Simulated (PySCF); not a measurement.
# BCl2: the cost of one run

Computed with PySCF 2.14.0. Level: levels as typed in each script, gas phase, geometry from GFN2-xTB.

1 further run of the same task is left out (it didn't finish).

### Step 1. The system as given

SMILES `Cl[B]Cl`, 3 atoms, charge 0, spin multiplicity 2.

Bond lengths: Cl1–B2 1.696 Å, B2–Cl3 1.696 Å. Angles: Cl1–B2–Cl3 122.2°.

Geometry (Å):

```xyz
3

Cl    1.4845   -0.1050    0.0000
B     0.0000    0.7142    0.0000
Cl   -1.4845   -0.1050    0.0000
```

### Step 2. Density, bond paths and surface potential (PBE/def2-svp)

The input, input.py:

```python
import numpy as np
from pyscf import gto, scf, dft
from pyscf.scf import atom_ks, atom_hf
from scipy.linalg import block_diag

def solve(mol, dm0=None, hcore=None):
    mf = (dft.UKS if mol.spin else dft.RKS)(mol, xc='pbe')
    mf.grids.level = 3
    mf = mf.density_fit(auxbasis='def2-universal-jkfit')
    mf.conv_tol, mf.max_cycle = 1e-8, 80
    if hcore is not None:
        mf.get_hcore = lambda *args: hcore
    mf.kernel(dm0)
    if not mf.converged:
        mf = mf.newton().run(mf.mo_coeff, mf.mo_occ, max_cycle=30)
    assert mf.converged, 'SCF not converged'
    return mf

mol = gto.M(atom='''
Cl     1.48450    -0.10503     0.00000
B     -0.00001     0.71418     0.00000
Cl    -1.48450    -0.10503     0.00000
''', basis='def2-svp', charge=0, spin=1, verbose=4)
mf = solve(mol)
mf.analyze()
# spherically averaged free atoms, for the promolecule
atm = atom_ks.get_atm_nrks(mol, xc='pbe')
pro = block_diag(*[(atm[a[0]][2] * atm[a[0]][3]) @ atm[a[0]][2].T for a in mol._atom])
np.savez('result.npz', e=mf.e_tot, c=mf.mo_coeff, occ=mf.mo_occ, eps=mf.mo_energy, pro=pro, dip=mf.dip_moment(verbose=0), s2=mf.spin_square()[0])
```

The run is started by

```console
$ OMP_NUM_THREADS=1 python input.py
```

What time and memory should one allow on 1 thread of Intel Xeon 6975P-C (Granite Rapids), shared host?

About 3.6 s, with a peak of 0.22 GiB.
